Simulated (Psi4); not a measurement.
# C4H8O2 (SMILES C1COCOC1): levels of theory compared

Aim: a comparison of 4 runs (BLYP/6-31G*, PBE/6-31G*, SVWN5/6-31G*, r2SCAN/6-31G*) of C4H8O2. 

The calculation is run with Psi4 1.11.

2 further runs of the same task are left out: 1 that didn't finish, 1 set aside as unsound or not needed.

### 1 The system as given

C4H8O2 has 14 atoms, charge 0, and is taken as a singlet. As SMILES, `C1COCOC1`. The C6–H13 distance was set to 1.636 Å, away from the relaxed value. At this shape a bond of the SMILES string is far longer than usual.

Bond lengths: C1–C2 1.518 Å, C2–O3 1.414 Å, O3–C4 1.394 Å, C4–O5 1.394 Å, C1–C6 1.518 Å, O5–C6 1.414 Å, C1–H7 1.093 Å, C1–H8 1.094 Å, C2–H9 1.091 Å, C2–H10 1.102 Å, C4–H11 1.107 Å, C4–H12 1.089 Å, C6–H14 1.102 Å. Some angles: C1–C2–O3 110.4°, C2–C1–C6 108.6°, C2–O3–C4 110.8°, O3–C4–O5 113.0°, C4–O5–C6 110.8°, C1–C6–O5 110.4°, C1–C2–H9 112.1°, C1–C2–H10 110.0°, O3–C2–H9 106.8°, O3–C2–H10 109.4°. A long bond or contact: C6–H13 1.636 Å.

### 2 Energy and forces at BLYP/6-31G(d) (spherical functions) (run 1)

calc.inp reads:

```
memory 2200 mb

molecule m {
  0 1
  C     -0.765093     0.683161    -0.252683
  C      0.358767     1.680521    -0.038323
  O      1.589547     1.135751    -0.471673
  C      1.856817    -0.065969     0.182607
  O      0.898397    -1.047459    -0.065943
  C     -0.374003    -0.634179     0.391837
  H     -0.918383     0.532471    -1.324663
  H     -1.698473     1.058531     0.177167
  H      0.204917     2.599741    -0.605083
  H      0.430277     1.944381     1.029457
  H      1.922077     0.115861     1.272267
  H      2.807347    -0.437649    -0.198183
  H     -1.421490    -1.835220     0.021130
  H     -0.351633    -0.525539     1.488467
  units angstrom
  symmetry c1
  no_reorient
  no_com
}

set {
  puream true
  e_convergence 1e-09
  d_convergence 1e-08
  scf_type pk
  dft_radial_points 99
  dft_spherical_points 590
}

gradient('blyp/6-31G*')
```

Started as:

```console
$ psi4 -n 1 calc.inp calc.out
```

calc.out:

```text
[...]
  Running in c1 symmetry.
[...]
  Nuclear repulsion =  264.365985003090714
[...]
  Multiplicity = 1
[...]
  Nalpha       = 24
  Nbeta        = 24
[...]
    Number of basis functions: 100
[...]
   @RKS iter   1:  -306.99264942783765    1.57345e-02   9.42402e-03 ADIIS/DIIS
[...]
   @RKS iter  13:  -307.46842728263493   -1.78488e-11   9.76506e-09 DIIS
[...]
  @RKS Final Energy:  -307.46842728263493
   => Energetics <=
    Nuclear Repulsion Energy =            264.3659850030907137
    One-Electron Energy =                -941.9226135157423414
    Two-Electron Energy =                 411.8305879737908413
    DFT Exchange-Correlation Energy =     -41.7423867437741691
    Empirical Dispersion Energy =           0.0000000000000000
    VV10 Nonlocal Energy =                  0.0000000000000000
    Total Energy =                       -307.4684272826349343
[...]
  -Total Gradient:
     Atom            X                  Y                   Z
    ------   -----------------  -----------------  -----------------
       1        0.015826128632     0.008683336906     0.006237744543
       2       -0.000041923508    -0.007883247319    -0.005471909003
       3       -0.013143968809    -0.011147070402     0.014845572068
       4       -0.012561184058    -0.002451768374    -0.008459730933
       5        0.014207560531     0.024671745813     0.007817330351
       6        0.038589499065     0.047476093448     0.014653704411
       7        0.000793230609     0.000129992521     0.006040820715
       8        0.006193419011    -0.002238776870    -0.002152337736
       9        0.001795398643    -0.005927527863     0.003529450179
      10        0.000237762460    -0.002733233283    -0.006961901824
      11       -0.002017682737    -0.000810855883    -0.007541272873
      12       -0.005835715267     0.002886309531     0.002207189008
[...]
```

Run time: 30 s. Hardware: 1 thread of Intel Xeon 6975P-C (Granite Rapids), shared host; peak memory 1.1 GiB.

### 3 The energy at PBE/6-31G(d) (spherical functions) (run 2)

c4h8o2.dat reads:

```
memory 2200 MB

molecule {
  C     -0.765093     0.683161    -0.252683
  C      0.358767     1.680521    -0.038323
  O      1.589547     1.135751    -0.471673
  C      1.856817    -0.065969     0.182607
  O      0.898397    -1.047459    -0.065943
  C     -0.374003    -0.634179     0.391837
  H     -0.918383     0.532471    -1.324663
  H     -1.698473     1.058531     0.177167
  H      0.204917     2.599741    -0.605083
  H      0.430277     1.944381     1.029457
  H      1.922077     0.115861     1.272267
  H      2.807347    -0.437649    -0.198183
  H     -1.421490    -1.835220     0.021130
  H     -0.351633    -0.525539     1.488467
  symmetry c1
}

set basis 6-31G*
set reference rks
set puream true
set e_convergence 1e-09
set d_convergence 1e-08
set scf_type pk
set dft_radial_points 99
set dft_spherical_points 590

energy('pbe')
```

Started as:

```console
$ psi4 -n 1 c4h8o2.dat c4h8o2.out
```

c4h8o2.out:

```text
[...]
  Running in c1 symmetry.
[...]
  Nuclear repulsion =  264.365985003090771
[...]
  Multiplicity = 1
[...]
  Nalpha       = 24
  Nbeta        = 24
[...]
    Number of basis functions: 100
[...]
   @RKS iter   1:  -306.79098767307573    1.53839e-02   8.87560e-03 ADIIS/DIIS
[...]
   @RKS iter  13:  -307.21757990730907   -1.58025e-11   9.38634e-09 DIIS
[...]
  @RKS Final Energy:  -307.21757990730907
   => Energetics <=
    Nuclear Repulsion Energy =            264.3659850030907705
    One-Electron Energy =                -941.8771453672786720
    Two-Electron Energy =                 411.7467302572777612
    DFT Exchange-Correlation Energy =     -41.4531498003989611
    Empirical Dispersion Energy =           0.0000000000000000
    VV10 Nonlocal Energy =                  0.0000000000000000
    Total Energy =                       -307.2175799073090730
[...]
 Multipole Moments:
 ------------------------------------------------------------------------------------
     Multipole            Electronic (a.u.)      Nuclear  (a.u.)        Total (a.u.)
 ------------------------------------------------------------------------------------
 L = 1.  Multiply by 2.5417464519 to convert [e a0] to [Debye]
 Dipole X            :          3.3502881           -3.6535796           -0.3032915
 Dipole Y            :         -0.6203681            1.1174697            0.4971016
 Dipole Z            :         -1.6050597            2.0250076            0.4199479
 Magnitude           :                                                    0.7179498
[...]
```

Wall time 26 s (1 thread of Intel Xeon 6975P-C (Granite Rapids), shared host); peak memory 1.1 GiB.

Run 3 isn't shown in full; the table further down has it.

### 4 Energy and gradient at r2SCAN/6-31G(d) (spherical functions) (run 4)

c4h8o2.xyz reads:

```xyz
14
C4H8O2
C     -0.765093     0.683161    -0.252683
C      0.358767     1.680521    -0.038323
O      1.589547     1.135751    -0.471673
C      1.856817    -0.065969     0.182607
O      0.898397    -1.047459    -0.065943
C     -0.374003    -0.634179     0.391837
H     -0.918383     0.532471    -1.324663
H     -1.698473     1.058531     0.177167
H      0.204917     2.599741    -0.605083
H      0.430277     1.944381     1.029457
H      1.922077     0.115861     1.272267
H      2.807347    -0.437649    -0.198183
H     -1.421490    -1.835220     0.021130
H     -0.351633    -0.525539     1.488467
```

calc.py reads:

```python
import psi4

psi4.set_memory(2200000000)
psi4.set_num_threads(1)
psi4.core.set_output_file('output.dat', False)

with open('c4h8o2.xyz') as f:
    atoms = ''.join(f.readlines()[2:])
geom = psi4.geometry('0 1\n' + atoms + 'symmetry c1\nno_reorient\nno_com')

psi4.set_options({
    'basis': '6-31G*',
    'puream': True,
    'e_convergence': 1e-09,
    'd_convergence': 1e-08,
    'scf_type': 'pk',
    'dft_radial_points': 99,
    'dft_spherical_points': 590,
})

e_tot, wfn = psi4.gradient("R2SCAN", molecule=geom, return_wfn=True)
psi4.oeprop(wfn, "QUADRUPOLE", "WIBERG_LOWDIN_INDICES", "MULLIKEN_CHARGES", title="R2SCAN")
print('gradient / Eh bohr^-1')
print(e_tot.np.round(6))
print(f'energy = {wfn.energy():.10f} Eh')
```

Started as:

```console
$ python calc.py
```

output.dat:

```text
[...]
  Running in c1 symmetry.
[...]
  Nuclear repulsion =  264.365985003090714
[...]
  Multiplicity = 1
[...]
  Nalpha       = 24
  Nbeta        = 24
[...]
    Number of basis functions: 100
[...]
   @RKS iter   1:  -307.07814774072523   -1.38375e-01   7.92938e-03 DIIS/ADIIS
[...]
   @RKS iter  13:  -307.41314636539460   -2.72848e-12   4.79819e-09 DIIS
[...]
  @RKS Final Energy:  -307.41314636539460
   => Energetics <=
    Nuclear Repulsion Energy =            264.3659850030907137
    One-Electron Energy =                -941.7896045759675872
    Two-Electron Energy =                 411.6671953660165286
    DFT Exchange-Correlation Energy =     -41.6567221585342722
    Empirical Dispersion Energy =           0.0000000000000000
    VV10 Nonlocal Energy =                  0.0000000000000000
    Total Energy =                       -307.4131463653945957
[...]
  -Total Gradient:
     Atom            X                  Y                   Z
    ------   -----------------  -----------------  -----------------
       1        0.011016510337     0.009800658829     0.005392929797
       2       -0.002711734116    -0.001610162613    -0.004837955562
       3       -0.005727318634    -0.004754382855     0.007890729605
       4       -0.004688614380    -0.004573927780    -0.005926055430
       5        0.015534189391     0.013637751939     0.004480134161
       6        0.034118674254     0.045529739905     0.017662109209
       7       -0.000497699536    -0.000086641345     0.002444893779
       8        0.002560583329    -0.000786529942    -0.001049931183
       9        0.000890655731    -0.001870843640     0.001820585078
      10       -0.000082383868    -0.000802928444    -0.003406716352
      11       -0.000484636064    -0.000564719191    -0.003446594222
      12       -0.001130485537     0.001286927082     0.001236745928
[...]
```

The script printed:

```text
gradient / Eh bohr^-1
[[ 1.1017e-02  9.8010e-03  5.3930e-03]
 [-2.7120e-03 -1.6100e-03 -4.8380e-03]
 [-5.7270e-03 -4.7540e-03  7.8910e-03]
 [-4.6890e-03 -4.5740e-03 -5.9260e-03]
 [ 1.5534e-02  1.3638e-02  4.4800e-03]
 [ 3.4119e-02  4.5530e-02  1.7662e-02]
 [-4.9800e-04 -8.7000e-05  2.4450e-03]
 [ 2.5610e-03 -7.8700e-04 -1.0500e-03]
 [ 8.9100e-04 -1.8710e-03  1.8210e-03]
 [-8.2000e-05 -8.0300e-04 -3.4070e-03]
 [-4.8500e-04 -5.6500e-04 -3.4470e-03]
 [-1.1300e-03  1.2870e-03  1.2370e-03]
 [-5.4390e-02 -6.2898e-02 -2.0852e-02]
 [ 5.3630e-03  7.6100e-03 -1.4200e-03]]
energy = -307.4131463654 Eh
```

It took 63 s on 1 thread of Intel Xeon 6975P-C (Granite Rapids), shared host; peak memory 1.3 GiB.

### 5 Overview of the runs

```csv
run,level,task,energy (Eh),dipole moment (D),HOMO energy (eV),LUMO energy (eV),wall time
1,BLYP/6-31G* (spherical functions),gradient,-307.468427,1.82,-5.70,-0.74,30 s
2,PBE/6-31G* (spherical functions),energy,-307.217580,1.82,-5.83,-0.82,26 s
3,SVWN5/6-31G* (spherical functions),energy,-305.053090,1.84,-5.94,-0.92,16 s
4,r2SCAN/6-31G* (spherical functions),gradient,-307.413146,1.95,-6.23,-0.68,63 s
```

### 6 Results

| quantity | value |
| --- | --- |
| run 4: total energy | -307.41315 Eh |
| run 4: dipole moment | 1.95 D |
| run 4: HOMO energy | -6.23 eV |
| run 4: LUMO energy | -0.68 eV |
| run 4: HOMO–LUMO gap | 5.55 eV |
| run 4: largest force on an atom | 4.408 eV/Å |

**Reading.** The dipole moment (its size) runs from 1.82 D (BLYP/6-31G*) to 1.95 D (r2SCAN/6-31G*). The HOMO–LUMO gap runs from 4.95 eV (BLYP/6-31G*) to 5.55 eV (r2SCAN/6-31G*). Totals of different functionals can't be ranked against each other. All runs together took 2.3 min, the longest 63 s.
